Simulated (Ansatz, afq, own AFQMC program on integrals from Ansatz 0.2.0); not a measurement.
## AlN, quintet: AFQMC among the cluster methods

```yaml
atoms:
  - { symbol: Al, position_ang: [0.0000, 0.0000, 0.0000] }
  - { symbol: N, position_ang: [0.0000, 0.0000, 1.7893] }
```

Basis aug-cc-pVDZ. Only valence electrons are correlated. Ansatz 0.2.0 and our own AFQMC program on the same integrals; the CISD trial comes from CCSD amplitudes, and released means the phaseless constraint is let go. Error bars are statistical, one sigma.

Determinant: UHF, the one that the program's search chose, which needn't be the lowest solution. The geometry is a PBE0/def2-TZVP stationary point of this or a neighbouring charge and spin state.

No full CI on the walks' own integrals is used here; CCSDT(Q) serves as the reference and is uncertain by about the last step of the cluster series.

Cautions: another spin lies lower.

The T1 diagnostic is 0.0306, the weight of the determinant in the CISD state is 0.911 and the ⟨S²⟩ of the determinant is 6.021. The size of the correlated space is 8 electrons in 44 orbitals.

```
  level  correlation energy (eV)
    MP2                  -3.3483
   CCSD                  -4.0262
CCSD(T)                  -4.1547
```

Estimate where phaseless AFQMC with a CISD trial lies against CCSD(T) on the same integrals.

29.6 ± 8.9 meV below CCSD(T).

Reference: CCSDT(Q), correlation energy -4.194 eV. The released energy is read at 2.40 1/Eh (meV from the phaseless value at times in 1/Eh: -8 ± 9 at 0.24, -6 ± 9 at 0.51, -12 ± 7 at 0.99, -2 ± 8 at 1.62, -17 ± 11 at 2.40).

```json
{"level": "CCSD(T)", "E − E(reference) (meV)": "38.8", "share of correlation (%)": "99.07"}
{"level": "CCSDT", "E − E(reference) (meV)": "8.4", "share of correlation (%)": "99.80"}
{"level": "ph-AFQMC/CISD", "E − E(reference) (meV)": "9.2 ± 8.9", "share of correlation (%)": "99.78"}
{"level": "released AFQMC", "E − E(reference) (meV)": "-8.3 ± 11.5", "share of correlation (%)": "100.20"}
```

A walk keeps the symmetry of its determinant, which the program's search chose and which needn't be the lowest solution, so a lower state of the same spin and another symmetry isn't excluded. Released energies are given only where the last usable release times agree within the noise; a slower fall can still hide under it.
